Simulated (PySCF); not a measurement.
Spectra and structures to be paired. Computed with TDDFT PBE0/def2-SVPD, vertical, gas phase, core orbitals frozen in the response in PySCF. Geometries: GFN2-xTB; one conformer of each isolated species. Triplets are in the Tamm–Dancoff approximation.

A. `c1(cccs1)OC(=O)C` (C6H6O2S)
B. `Oc1ccc2c(c1)cno2` (C7H5NO2)
C. `C#CP(C)C1=COC=C1` (C7H7OP)
D. `FOF` (OF2)

Lowest singlet levels (six at most, fewer where fewer were computed) with oscillator strengths:

1. 240 nm (f 0.245); 223 nm (f 0.002); 218 nm (f 0.001); 214 nm (f 0.045); 204 nm (f 0.020); 201 nm (f 0.000); T1 3.58 eV
2. 274 nm (f 0.076); 227 nm (f 0.095); 211 nm (f 0.003); 211 nm (f 0.000); 201 nm (f 0.131); 188 nm (f 0.342); T1 3.49 eV
3. 251 nm (f 0.000); 216 nm (f 0.000); 148 nm (f 0.013); 148 nm (f 0.004); 141 nm (f 0.000); 128 nm (f 0.002); T1 3.46 eV
4. 240 nm (f 0.017); 227 nm (f 0.006); 211 nm (f 0.057); 210 nm (f 0.021); 200 nm (f 0.094); 196 nm (f 0.012); T1 3.90 eV

Question: Which spectrum belongs to which structure?

Answer: 1 = A, 2 = B, 3 = D, 4 = C.
- A: S1 at 5.17 eV, HOMO→LUMO (96%); Löwdin shares by element: HOMO carbon 75% or more (atoms not listed hold the other 25%); LUMO carbon 29% or more, sulfur 15%, oxygen 13% or more (atoms not listed hold the other 43%); HOMO -6.69 and LUMO -0.78 eV; point group Cs, 1 of its 6 listed states under f = 0.0005.
- B: S1 at 4.53 eV, HOMO→LUMO (92%); Löwdin shares by element: HOMO carbon 44% or more, oxygen 18% or more (atoms not listed hold the other 38%); LUMO carbon 42% or more, nitrogen 18% (atoms not listed hold the other 39%); HOMO -6.78 and LUMO -1.42 eV; point group Cs, 1 of its 6 listed states under f = 0.0005.
- C: S1 at 5.18 eV, HOMO→LUMO (44%), HOMO→LUMO+1 (42%); Löwdin shares by element: HOMO carbon 45% or more, phosphorus 25% (atoms not listed hold the other 29%); LUMO carbon 29% or more, phosphorus 17% (atoms not listed hold the other 53%); HOMO -6.48 and LUMO -0.23 eV.
- D: S1 at 4.93 eV, HOMO→LUMO (99%); Löwdin shares by element: HOMO oxygen 56%, fluorine 44%; LUMO fluorine 55%, oxygen 45%; HOMO -9.81 and LUMO -2.05 eV; point group C2v, 3 of its 6 listed states under f = 0.0005.
A and C have S1 within 0.01 eV of each other; their strongest listed levels stand at 5.17 eV (f 0.245) and 6.19 eV (f 0.094).
